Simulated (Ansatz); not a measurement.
A structure drawn as `C=CC#CCF`, with this starting geometry:

Cartesian coordinates in Å:
```
C 0.391 -1.463 -2.071
C -0.481 -1.284 -0.996
C -0.298 -0.238 -0.042
C -0.035 0.592 0.812
C 0.118 1.678 1.762
F -0.871 1.572 2.726
H 1.210 -0.798 -2.196
H 0.193 -2.233 -2.736
H -1.336 -1.995 -0.838
H 1.071 1.533 2.270
H 0.036 2.637 1.311
```

Total charge 0; spin multiplicity 1.

Question: Does it keep its bonds when Ansatz relaxes it at PBE-D4/def2-SVP and then PBE0-D4/def2-TZVP?

Answer: Yes, every drawn bond is still there and no new one forms.

Question: Give the relaxed structure. (Best estimate.)

Answer: Computed: 
```xyz
11

C    -1.4661    1.9971    0.6324
C    -1.4757    0.6885    0.3828
C    -0.3315   -0.0727    0.0420
C     0.6187   -0.7540   -0.2501
C     1.7807   -1.5445   -0.6000
F     1.4563   -2.8768   -0.7705
H    -0.5516    2.5761    0.5877
H    -2.3807    2.5173    0.8872
H    -2.4098    0.1348    0.4357
H     2.2214   -1.1841   -1.5355
H     2.5383   -1.4817    0.1882
```
No frequency check was run.

Atoms count as bonded under 1.1 times the sum of their covalent radii (H–H under 0.85 Å, pairs among N, O and F under 1.55 Å), and a drawn bond as lost past 1.3 times.
